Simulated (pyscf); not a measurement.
PySCF, gas phase, ωB97X-D3(BJ)/def2-SVP geometries.

SMILES: CC1C2C=CCC21
```xyz
17

C      0.0861    -2.2926     0.5474
C     -0.5519    -0.9798     0.1527
C     -0.3516    -0.4381    -1.2456
C     -1.3845     0.5424    -1.7038
C     -1.3899     1.6425    -0.9404
C     -0.3015     1.6109     0.1152
C      0.3203     0.2259    -0.0557
H     -0.5429    -3.1481     0.2518
H      0.2428    -2.3468     1.6373
H      1.0680    -2.4144     0.0620
H     -1.5427    -0.7923     0.5859
H      0.2035    -1.0427    -1.9704
H     -2.0667     0.3499    -2.5365
H     -2.0943     2.4732    -1.0415
H      0.4402     2.4113    -0.0564
H     -0.7048     1.7663     1.1316
H      1.3949     0.1041     0.1116
```
Charge 0, spin multiplicity 1.

Problem. How much does it cost (ΔH, 298 K, ωB97M-D3(BJ)/def2-TZVP) to split cyclic C₇H₁₀ (SMILES CC1C2C=CCC12) at its C–C bond into CH₃• + cyclic C₆H₇ (SMILES [CH]1C2C=CCC12) [doublet]?

Solution. C–C to CH₃• + cyclic C₆H₇ (SMILES [CH]1C2C=CCC12) [doublet]: 4.29 eV. The 7 functionals that were run give +3.85 (r²SCAN) to +4.29 eV (ωB97X-D3(BJ)). The radicals are drawn with the spin at the cut bond; how far it spreads was not checked. cyclic C₇H₁₀ (SMILES CC1C2C=CCC12) lies 0.45 eV over its isomer cyclic C₇H₁₀ (SMILES CC1C=CC=CC1), and others may lie lower still (electronic energy, ωB97M-D3(BJ)). cyclic C₆H₇ (SMILES [CH]1C2C=CCC12) [doublet] lies 1.95 eV over its isomer cyclic C₆H₇ (SMILES [CH]1C=CC=CC1) [doublet], and others may lie lower still (electronic energy, ωB97M-D3(BJ)).
